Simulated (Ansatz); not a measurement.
Name a neutral molecule of C, F and H with LUMO energy (PBE/def2-TZVPP) between -1.45 and -1.15 eV and zero-point energy (PBE0-D4/def2-TZVP) between 229 and 245 kJ/mol (Ansatz, PBE0-D4/def2-TZVP geometry).

`Fc1ccccc1` (-1.40 eV, 243.3 kJ/mol). Other molecules can fit too; these were computed, each in one conformer that needn't be the lowest.
